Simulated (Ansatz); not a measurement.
C2H2O2, SMILES `O=CC=O` (O–C–C–O torsion 180°) (charge 0, multiplicity 1).

Z-matrix (Å, degrees):
```
C
O 1 1.2008
H 1 1.1067 2 123.65
C 1 1.5237 3 114.79 2 180.00
O 4 1.2008 1 121.56 3 0.00
H 4 1.1067 5 123.65 1 180.00
```
Charge 0, multiplicity 1.

Frozen-core energies in 6-31g from Ansatz (a quantum-chemistry and plane-wave program) at a geometry from B3LYP-D3(BJ)/def2-TZVP; the HF reference has <S^2> = 0.00 (restricted, and unstable towards unrestricted orbitals) and the T1 diagnostic is 0.016.

| level | energy (Ha) | difference from CCSDT(Q) (mHa) |
|---|---|---|
| HF | -226.47434 | 452.23 |
| MP2 | -226.89929 | 27.28 |
| CCSD | -226.91067 | 15.90 |
| CCSD(T) | -226.92394 | 2.63 |
| CCSDT | -226.92464 | 1.93 |
| CCSDT(Q) | -226.92657 | 0.00 |
